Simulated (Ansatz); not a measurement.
C₅H₇N, SMILES C=C=CCC=N, a single point from an input written key by key

Program: Ansatz's Python interface.

`c5h7n.yaml`
```yaml
crystal:
  periodic: [false, false, false]
  atoms:
    - { symbol: C, position_ang: [2.6064, 0.7616, 0.3347] }
    - { symbol: C, position_ang: [1.5958, 0.0087, 0.0272] }
    - { symbol: C, position_ang: [0.5762, -0.7393, -0.2785] }
    - { symbol: C, position_ang: [-0.7111, -0.2365, -0.8551] }
    - { symbol: C, position_ang: [-1.7554, -0.2475, 0.2302] }
    - { symbol: "N", position_ang: [-2.3566, 0.8313, 0.6102] }
    - { symbol: H, position_ang: [2.4504, 1.7335, 0.7891] }
    - { symbol: H, position_ang: [3.621, 0.4376, 0.1348] }
    - { symbol: H, position_ang: [0.6598, -1.8097, -0.1122] }
    - { symbol: H, position_ang: [-0.6062, 0.7732, -1.2657] }
    - { symbol: H, position_ang: [-1.042, -0.9056, -1.6555] }
    - { symbol: H, position_ang: [-2.0091, -1.2201, 0.6864] }
    - { symbol: H, position_ang: [-3.0292, 0.6129, 1.3543] }
basis:
  gaussian: { orbitals: def2-SVP }
hamiltonian:
  xc: r2scan
output:
  forces: true
```

At the Python prompt:
```pycon
>>> import ansatz as az
>>> import numpy as np
>>> session = az.Session.from_deck("c5h7n.yaml")
>>> r = session.plan(threads=1).execute().report

>>> for key in ("converged", "free_energy_ev", "reference_energy_ev", "n_frozen", "n_occupied", "n_virtual"):
...     print(f"{key:22s} {r[key]}")
...
converged              True
free_energy_ev         -6776.494985537494
reference_energy_ev    -6776.494985537494
n_frozen               0
n_occupied             [22, 22]
n_virtual              [97, 97]
>>> symbols = ["C", "C", "C", "C", "C", "N", "H", "H", "H", "H", "H", "H", "H"]
>>> forces = np.array(r["forces_ev_ang"])
>>> print("largest force", round(float(np.linalg.norm(forces, axis=1).max()), 4), "eV/A, rms", round(float(np.sqrt((forces ** 2).mean())), 4))
largest force 1.7904 eV/A, rms 0.5489
>>> charges = r["charge_distribution"]
>>> dipole = np.array(charges["dipole_moment_e_ang"]) * 4.803205
>>> print("dipole (D): {:.3f} {:.3f} {:.3f}, length {:.3f}".format(*dipole, np.linalg.norm(dipole)))
dipole (D): -0.030 -1.793 0.238, length 1.809
>>> print("atom  Mulliken   Lowdin")
atom  Mulliken   Lowdin
>>> for symbol, m, l in zip(symbols, charges["mulliken_charges_e"], charges["lowdin_charges_e"]):
...     print(f"{symbol:4s} {m:9.3f} {l:8.3f}")
...
C       -0.260   -0.039
C        0.231   -0.010
C       -0.306   -0.078
C        0.108    0.008
C       -0.060   -0.058
N       -0.173    0.065
H        0.084    0.030
H        0.079    0.028
H        0.063    0.033
H        0.047    0.020
H        0.043    0.018
H        0.025   -0.008
H        0.118   -0.008
```

Caveats:
- Total energies depend on the basis set; only differences at equal settings carry meaning.
- The geometry is a force-field or estimated start, not a minimum of this method, and the basis set is short of its limit.
- The Löwdin charges here are taken after orthogonalising the functions within each atom; they differ from plain Löwdin charges, and their signs can be unphysical.
- Hardware and time: 4.8 s on 1 thread of Intel(R) Xeon(R) Platinum 8488C (Sapphire Rapids), with other jobs on the host, peak memory 0.23 GiB.

(Lines on the test bed's own set-up are left out of the output.)
